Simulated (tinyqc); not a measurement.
Extended Hueckel theory, for H3O+, step by step. The parameters take no account of the charge, which enters only through the electron count. One step of it, computed by the program tinyqc.

Task: Mulliken analysis. P = C n C^T; charge = valence electrons (O 6, H 1) minus the sum of (P S)_ii on the atom; overlap population = 2 sum P_ij S_ij between two atoms.

coefficients:
```
              MO1        MO2        MO3        MO4        MO5        MO6        MO7
1O 2s    0.831587  -0.000039   0.000000   0.092558   0.000000   0.001314   1.117114
1O 2px  -0.000030   0.696229   0.000000   0.000064   0.000000  -0.953898   0.001749
1O 2py   0.000000   0.000000   0.696299   0.000000   0.953447   0.000000   0.000000
1O 2pz   0.015629  -0.000064   0.000000   0.983623   0.000000  -0.000313  -0.277190
2H 1s    0.109510   0.400894   0.000000  -0.044839   0.000000   1.004699  -0.677322
3H 1s    0.109368  -0.200612   0.347295  -0.044852  -0.870646  -0.503953  -0.674088
4H 1s    0.109368  -0.200612  -0.347295  -0.044852   0.870646  -0.503953  -0.674088
```

occupations: 2.000000  2.000000  2.000000  2.000000  0.000000  0.000000  0.000000

overlap S:
```
           1O 2s     1O 2px     1O 2py     1O 2pz      2H 1s      3H 1s      4H 1s
1O 2s   1.000000   0.000000   0.000000   0.000000   0.473804   0.473351   0.473351
1O 2px  0.000000   1.000000   0.000000   0.000000   0.386830  -0.193369  -0.193369
1O 2py  0.000000   0.000000   1.000000   0.000000   0.000000   0.334776  -0.334776
1O 2pz  0.000000   0.000000   0.000000   1.000000  -0.102785  -0.102648  -0.102648
2H 1s   0.473804   0.386830   0.000000  -0.102785   1.000000   0.206897   0.206897
3H 1s   0.473351  -0.193369   0.334776  -0.102648   0.206897   1.000000   0.206787
4H 1s   0.473351  -0.193369  -0.334776  -0.102648   0.206897   0.206787   1.000000
```

Give: charges; Overlap populations.

Result:

charges: 1O -0.1955, 2H 0.3985, 3H 0.3985, 4H 0.3985

Overlap populations:
```
pair      value
2-1    0.614006
3-1    0.613626
3-2   -0.054982
4-1    0.613626
4-2   -0.054982
4-3   -0.054919
```
